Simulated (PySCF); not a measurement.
# NO2OH: singlet, from a T-shaped (ligand arrangement 1) start

The task is one start of a wider search on NO2OH: the singlet, from a T-shaped (ligand arrangement 1) start. It is relaxed, tested by its Hessian and followed downhill if it is a saddle.

Computed with PySCF 2.14.0. Level: PBE0, basis N def2-TZVP, O def2-TZVP, H def2-TZVP, no relativity, density fitting.

**1. Starting geometry**

5 atoms, charge 0, spin multiplicity 1.

Bond lengths: N1–O2 1.170 Å, N1–O3 1.170 Å, N1–O4 1.340 Å, O4–H5 0.960 Å. Angles: O2–N1–O3 88.0°, O2–N1–O4 88.0°, O3–N1–O4 176.0°, N1–O4–H5 130.0°.

Z-matrix (Å, degrees; charge 0 multiplicity 1):
```
N
O  1 1.1700
O  1 1.1700 2 88.00
O  1 1.3400 2 88.00 3 180.00
H  4 0.9600 1 130.00 2 90.00
```

**2. Finding the electronic state**

The steps below are one call of a driver around PySCF. For each, scf.py gives the equivalent set-up of the SCF; relaxations use the driver's own optimiser. After this first run the driver tries any further starts and a stability analysis.

scf.py reads:

```python
from pyscf import gto, scf, dft
mol = gto.M(atom='''
N      0.000000     0.000000     0.000000
O      0.000000     0.000000     1.170000
O      1.169300     0.000000     0.040800
O     -1.339200     0.000000     0.046800
H     -1.955900     0.735400     0.068300''',
    basis={'N': 'def2-TZVP', 'O': 'def2-TZVP', 'H': 'def2-TZVP'},
    charge=0, spin=0)
mf = dft.RKS(mol, xc='PBE0')
mf.grids.atom_grid = (50, 194)
aux = {'N': 'def2-universal-JKFIT', 'O': 'def2-universal-JKFIT', 'H': 'def2-universal-JKFIT'}
mf = mf.density_fit(auxbasis=aux)
mf.conv_tol = 1e-08
mf.diis_space = 10
mf.max_cycle = 60
mf.init_guess = 'minao'
mf.verbose = 4
mf.kernel()
```

Started as:

```bash
$ OMP_NUM_THREADS=4 python axn.py task.json out
```

Output, cut to the lines that bear on the results:

```text
[... the frontier levels of the middle cycles are left out ...]
init E= -281.971503547814
  HOMO = -0.237041909450781  LUMO = -0.12514488076336  gap/eV = 3.04487
cycle= 1 E= -279.879082114353  delta_E= 2.09  |g|= 1.55  |ddm|= 2.27
  HOMO = -0.162670902300283  LUMO = -0.0540727893152138  gap/eV = 2.95511
cycle= 2 E= -276.759284305869  delta_E= 3.12  |g|= 4.09  |ddm|= 3.92
  HOMO = -0.166029082891157  LUMO = -0.104290609863055  gap/eV = 1.67999
cycle= 3 E= -280.023073731078  delta_E= -3.26  |g|= 1.25  |ddm|= 3.65
cycle= 4 E= -280.278427931893  delta_E= -0.255  |g|= 0.477  |ddm|= 1.07
cycle= 5 E= -280.289193385438  delta_E= -0.0108  |g|= 0.41  |ddm|= 0.617
cycle= 6 E= -280.318186873506  delta_E= -0.029  |g|= 0.0688  |ddm|= 0.355
cycle= 7 E= -280.31891735622  delta_E= -0.00073  |g|= 0.0463  |ddm|= 0.0992
cycle= 8 E= -280.3193228117  delta_E= -0.000405  |g|= 0.0213  |ddm|= 0.0539
cycle= 9 E= -280.319468131137  delta_E= -0.000145  |g|= 0.00891  |ddm|= 0.049
cycle= 10 E= -280.319522792299  delta_E= -5.47e-05  |g|= 0.0019  |ddm|= 0.0447
cycle= 11 E= -280.319532043969  delta_E= -9.25e-06  |g|= 0.00104  |ddm|= 0.0221
cycle= 12 E= -280.319533516691  delta_E= -1.47e-06  |g|= 0.000323  |ddm|= 0.00853
cycle= 13 E= -280.319533740436  delta_E= -2.24e-07  |g|= 0.000104  |ddm|= 0.00444
cycle= 14 E= -280.319533746233  delta_E= -5.8e-09  |g|= 4.34e-05  |ddm|= 0.000723
  HOMO = -0.194198584146783  LUMO = -0.0996884309632556  gap/eV = 2.57175
Extra cycle  E= -280.319533744703  delta_E= 1.53e-09  |g|= 0.000107  |ddm|= 9.38e-05
converged SCF energy = -280.319533744703
```

This step, with its further starts and checks, took 4.7 s on 4 threads of Arm Neoverse V2, shared host.

The test of internal stability found no lower closed-shell solution.

**3. T-shaped (ligand arrangement 1) start, singlet: relaxation**

The program finds C1 symmetry in the start. Threshold on the gradient: 0.0003 Eh/bohr, with a further test on the energy change.

scf.py: that of step 2 with these lines changed.

```diff
@@ -3,5 +3,5 @@
-N      0.000000     0.000000     0.000000
-O      0.000000     0.000000     1.170000
-O      1.169300     0.000000     0.040800
-O     -1.339200     0.000000     0.046800
-H     -1.955900     0.735400     0.068300''',
+N      0.074430    -0.011765    -0.320404
+O      0.074430    -0.011765     0.849596
+O      1.243730    -0.011765    -0.279604
+O     -1.264770    -0.011765    -0.273604
+H     -1.881470     0.723635    -0.252104''',
@@ -17 +16,0 @@
-mf.init_guess = 'minao'
```

Energy and gradient, step by step:

| step | energy (Eh) | change (kJ/mol) | largest gradient (Eh/bohr) |
| --- | --- | --- | --- |
| 0 | -280.319534 | 0.00 | 0.33773 |
| 1 | -280.552401 | -611.39 | 0.22631 |
| 2 | -280.650448 | -868.81 | 0.12877 |
| 3 | -280.683005 | -954.29 | 0.10309 |
| 4 | -280.704797 | -1011.51 | 0.06116 |
| 5 | -280.707702 | -1019.14 | 0.07072 |
| 6 | -280.714041 | -1035.78 | 0.02686 |
| 7 | -280.717945 | -1046.03 | 0.01931 |
| 8 | -280.718974 | -1048.73 | 0.01801 |
| 9 | -280.721560 | -1055.52 | 0.01975 |
| 10 | -280.723044 | -1059.41 | 0.02284 |
| 11 | -280.723655 | -1061.02 | 0.02233 |
| 12 | -280.724874 | -1064.22 | 0.00719 |
| 13 | -280.725190 | -1065.05 | 0.00298 |
| 14 | -280.725277 | -1065.28 | 0.00363 |
| 15 | -280.725324 | -1065.40 | 0.00236 |
| 16 | -280.725343 | -1065.45 | 0.00087 |
| 17 | -280.725345 | -1065.46 | 0.00022 |

The walk took 21 s.

Positions (Å) and forces (eV/Å) along the way:

```
step 0
N    0.074  -0.012  -0.320   4.713  -1.368   4.855
O    0.074  -0.012   0.850  -5.829   0.028  17.366
O    1.244  -0.012  -0.280  12.192   1.178 -14.551
O   -1.265  -0.012  -0.274 -11.638  -1.043  -7.823
H   -1.881   0.724  -0.252   0.562   1.206   0.153
step 1
N    0.118  -0.041  -0.224   2.953   2.218  11.637
O    0.025  -0.015   1.035  -0.055  -0.596  -0.273
O    1.362   0.011  -0.454  -3.187  -0.306  -5.894
O   -1.368  -0.034  -0.379  -0.857  -3.019  -5.583
H   -1.891   0.756  -0.254   1.147   1.703   0.113
step 9
N    0.086   0.038   0.009  -0.674  -0.299   0.520
O   -0.028   0.068   1.207   0.286   0.241  -0.321
O    1.037  -0.084  -0.680   0.492  -0.053  -0.012
O   -1.104   0.084  -0.702  -0.996   1.016   0.376
H   -1.745   0.571  -0.110   0.892  -0.906  -0.562
step 17
N    0.078   0.052  -0.005  -0.003   0.005   0.000
O   -0.043   0.127   1.187   0.004  -0.004  -0.003
O    1.039  -0.168  -0.664   0.008  -0.001   0.003
O   -1.079   0.252  -0.739  -0.011  -0.001   0.009
H   -1.748   0.413  -0.056   0.001   0.002  -0.009
```

End point (Cs, 17 steps, 1065.5 kJ/mol gained): N–O 1.186 Å, N–O 1.201 Å, N–O 1.385 Å, O–H 0.970 Å; H–O–N 103.1°, O–N–O 114.2°, O–N–O 115.7°, O–N–O 130.2°.

**4. Frequencies**

On the finer grid the gradient is checked again; gradients at displacements of ±0.02 bohr then give force constants and infrared intensities.

scf.py: that of step 3 with these lines changed.

```diff
@@ -3,5 +3,5 @@
-N      0.074430    -0.011765    -0.320404
-O      0.074430    -0.011765     0.849596
-O      1.243730    -0.011765    -0.279604
-O     -1.264770    -0.011765    -0.273604
-H     -1.881470     0.723635    -0.252104''',
+N      0.109975    -0.019720     0.051938
+O     -0.011053     0.055415     1.244147
+O      1.071015    -0.239630    -0.606729
+O     -1.047572     0.179814    -0.682518
+H     -1.716879     0.342563     0.000554''',
@@ -11 +11 @@
-mf.grids.atom_grid = (50, 194)
+mf.grids.atom_grid = (75, 302)
@@ -14 +14 @@
-mf.conv_tol = 1e-08
+mf.conv_tol = 1e-10
```

This SCF starts from the last density.

SCF at the final geometry:

```text
init E= -280.725322946783
  HOMO = -0.349326954893634  LUMO = -0.0695234273433556  gap/eV = 7.61384
cycle= 1 E= -280.72532294678  delta_E= 2.44e-12  |g|= 4.41e-06  |ddm|= 3.35e-06
  HOMO = -0.349327405606013  LUMO = -0.0695239202342179  gap/eV = 7.61384
Extra cycle  E= -280.725322946772  delta_E= 8.53e-12  |g|= 8.36e-06  |ddm|= 6.27e-06
converged SCF energy = -280.725322946772
```

The whole step took 58 s.

Geometry: Cs; N–O 1.186 Å, N–O 1.201 Å, N–O 1.385 Å, O–H 0.970 Å; H–O–N 103.1°, O–N–O 114.2°, O–N–O 115.7°, O–N–O 130.2°.

Harmonic modes (main isotopes):

| symmetry | ω (cm⁻¹) | IR (km/mol) | μ (u) |
| --- | --- | --- | --- |
| a'' | 505 | 126 | 1.10 |
| a' | 609 | 10.4 | 5.20 |
| a' | 691 | 4.6 | 13.12 |
| a'' | 814 | 11.2 | 14.14 |
| a' | 956 | 188 | 14.85 |
| a' | 1343 | 76.0 | 1.35 |
| a' | 1402 | 303 | 10.13 |
| a' | 1821 | 441 | 7.52 |
| a' | 3765 | 102 | 1.07 |

No imaginary mode, so this is a minimum.

Constants and moments:

```yaml
Dipole_moment: 2.42 D
Highest_occupied_level: -9.51 eV
Lowest_empty_level: -1.89 eV
Rotational_constants: 0.4429, 0.4139, 0.214 cm⁻¹
Zero-point_energy: 71.2 kJ/mol
Principal_polarisabilities: 12.3, 24.4, 29.3 bohr³
Atomisation_energy_without_zero-point_energy: 1640 kJ/mol
Principal_traceless_quadrupole_moments_about_the_centre_of_mass: -5.46, 1.33, 4.13 D Å
Entropy_at_298.15_K_and_1_bar: 265.1 J/(mol K)
Heat_capacity_Cp_at_298.15_K: 51.7 J/(mol K)
Enthalpy_at_298.15_K_above_0_K: 11.57 kJ/mol
Rotational_symmetry_number: 1
```

Charges (e) and bond orders:

```tsv
atom	Mulliken	Löwdin	polar tensor	Mayer order to N1
N1	0.49	-0.19	1.55	–
O2	-0.30	-0.02	-0.66	1.72
O3	-0.26	0.03	-0.61	1.79
O4	-0.28	0.00	-0.59	1.06
H5	0.34	0.19	0.31	0.02
```

Mulliken populations on N1: s 3.21, p 2.97, d 0.31, f 0.02.

**5. Summary of results**

| quantity | value |
| --- | --- |
| minimum | singlet, Cs |
| geometry | N–O 1.186 Å, N–O 1.201 Å, N–O 1.385 Å, O–H 0.970 Å; H–O–N 103.1°, O–N–O 114.2°, O–N–O 115.7°, O–N–O 130.2° |
| wavenumbers (cm⁻¹) | 505 (a''), 609 (a'), 691 (a'), 814 (a''), 956 (a'), 1343 (a'), 1402 (a'), 1821 (a'), 3765 (a') |
| dipole moment | 2.42 D |
| highest occupied, lowest empty level | -9.51, -1.89 eV |
| polar-tensor charge of N1 | +1.55 e |
| zero-point energy | 71.2 kJ/mol |
| entropy at 298.15 K | 265.1 J/(mol K) |
| atomisation energy (no zero-point energy) | 1640 kJ/mol |

From C1 at the start the molecule goes to a Cs minimum. The strongest infrared band lies at 1821 cm⁻¹ (a'). Other starts or spin states, not run here, may lie lower.

The search up to here took 84 s.
